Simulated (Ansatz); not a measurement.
## Rutile TiO2

Calculation: r²SCAN (PAW; Ansatz, an electronic-structure program).

Numerical settings: plane-wave cutoff 500 eV, 6×10×1 k mesh (along the axes of the cell as run), gaussian smearing 0.02 eV, scalar-relativistic PAW data made under PBE.

Cell: relaxed at this level.

surface energy of the (100) face: 0.92 J/m²
ionisation potential of the slab: 7.90 eV

The slab of 18 atoms is relaxed and unreconstructed.

Cost on a shared machine: roughly 16 core-minutes.
